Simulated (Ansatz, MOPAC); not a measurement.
Barrier height from H + CH4 (SMILES C) to the transition structure CH5, without zero-point energy, on the benchmark's geometries as Psi4's copy of the set gives them.
Transition structure (charge 0, multiplicity 2):
```xyz
6

C      0.00000     0.26481     0.00000
H      1.05343     0.51667     0.00000
H     -0.52663     0.51702     0.91225
H     -0.52663     0.51702    -0.91225
H     -0.00026    -1.11777     0.00000
H      0.00008    -2.02183     0.00000
```
Reactant (charge 0, multiplicity 1):
```xyz
5

C      0.00000     0.00000     0.00000
H      0.00000     1.08745     0.00000
H     -0.51263    -0.36248     0.88790
H     -0.51263    -0.36248    -0.88790
H      1.02525    -0.36248     0.00000
```

Open shells are unrestricted; no spin–orbit coupling.

Frozen-core correlation. CBS: X⁻³ extrapolation of the correlation energy, Hartree–Fock from the larger set. The state that PM7 reach isn't checked; PM7 holds dispersion and hydrogen-bond terms.

Programs: Ansatz (an electronic-structure program); MOPAC for PM7 (differences of heats of formation). Values without a source in brackets are computed.

```csv
level,barrier height (kcal/mol)
PM7,-17.38
HF/aug-cc-pVDZ,23.48
BLYP/def2-TZVPPD,7.60
wB97M-V/def2-TZVPPD,14.27
SCS-MP2/aug-cc-pVDZ,19.07
SCS-MP2/cc-pVDZ,20.05
CCSD/cc-pVDZ,16.32
CCSD(T)/cc-pVDZ,16.04
"CCSD(T)/CBS(aug-cc-pVDZ, aug-cc-pVTZ)",…
```

Some entries are withheld; supply them.


- CCSD(T)/CBS(aug-cc-pVDZ, aug-cc-pVTZ), barrier height (kcal/mol): 14.68
